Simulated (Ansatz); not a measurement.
Geometry optimisation, RKS PBE/cc-pVDZ in Ansatz.

Input:

```yaml
crystal:
  periodic: [false, false, false]
  atoms:
    - { symbol: Al, position_ang: [0.0, 0.0, 0.0] }
    - { symbol: H, position_ang: [0.0, 0.0, 1.91] }
    - { symbol: H, position_ang: [1.351, 0.0, -0.78] }
    - { symbol: H, position_ang: [-1.351, 0.0, -0.78] }
    - { symbol: O, position_ang: [0.0869, -1.972, 0.6559] }
    - { symbol: H, position_ang: [-0.4595, -2.5566, 0.0397] }
    - { symbol: H, position_ang: [0.0439, -0.9965, 1.8084] }
basis:
  gaussian: { orbitals: cc-pVDZ }
hamiltonian:
  xc: pbe
relax:
  f_tol: 0.15
  max_steps: 25
  restrain:
    - { distance: [0, 4], at: 1.78, k: 30.0 }
    - { distance: [6, 1], at: 0.66, k: 30.0 }
    - { distance: [0, 1], at: 2.76, k: 30.0 }
    - { distance: [6, 4], at: 2.21, k: 30.0 }
```

Run as:

```bash
$ ansatz run input.yaml --threads 1 --pin off --max-ram 2048MiB --backend cpu --events-out ev --progress --plain --runs-dir out
```

**Question.** Where does it end, and by what steps?

**Answer.** The forces met the threshold. The restraints hold the end off the free minimum. After 7 steps the energy has fallen by 1.682 eV (the restraints' own energy left out); Al1 moved furthest, 0.64 Å. Joined: H2–H7 (1.00 → 0.73 Å).

| step | energy less start (eV) | largest force component (eV/Å) | accepted |
| --- | --- | --- | --- |
| 0 | 0.0000 | 3.434 | yes |
| 1 | -0.4955 | 4.132 | yes |
| 2 | -1.0378 | 3.111 | yes |
| 3 | -1.5060 | 2.501 | yes |
| 4 | -1.6384 | 1.823 | yes |
| 5 | -1.6600 | 1.413 | yes |
| 6 | -1.6699 | 1.795 | yes |
| 7 | -1.6816 | 1.706 | yes |

```xyz
7
Properties=species:S:1:pos:R:3
Al 0.037 -0.453 -0.447
H -0.001 -0.068 2.286
H 1.432 0.292 -0.652
H -1.406 0.132 -0.828
O 0.177 -2.087 0.224
H -0.635 -2.622 0.306
H 0.065 -0.718 1.965
```

Time of the run: 10 s on 1 thread of Arm Neoverse V2, with other jobs on the host, peak memory 0.1 GiB.
